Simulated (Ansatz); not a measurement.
`NP(O)S`, relaxed with RKS PBE-D4/def2-SVP in Ansatz from a rough embedded geometry. The force threshold is 0.03 eV/Å; the program also tests the step.

Charge 0, multiplicity 1.

Start:

```xyz
8

N    -0.027    0.026    1.288
P    -0.794    0.347   -0.150
O    -0.641   -1.158   -0.634
S     0.852    1.029   -1.152
H     0.979   -0.224    1.080
H     0.137    0.965    1.814
H    -0.930   -1.775    0.146
H     0.424    0.790   -2.393
```

Problem. How much energy does the relaxation release, and in how many steps? (Estimate.)

Solution. Ansatz gave: 21.35 kcal/mol, in 41 steps, 8 of them rejected.

Problem. Which bonds change most? (Best estimate.)

Solution. Ansatz gave: P2–S4 from 2.044 to 2.166 Å; P2–O3 from 1.588 to 1.699 Å; N1–H6 from 1.089 to 1.024 Å; O3–H7 from 1.035 to 0.978 Å.

Problem. Give the relaxed structure. (Estimate.)

Solution. Computed: 
```xyz
8

N     0.337    0.551    1.321
P    -0.657    0.312   -0.041
O    -0.541   -1.340   -0.422
S     0.859    1.068   -1.392
H     1.280    0.143    1.326
H    -0.132    0.460    2.227
H    -1.457   -1.664   -0.531
H     0.311    0.470   -2.488
```
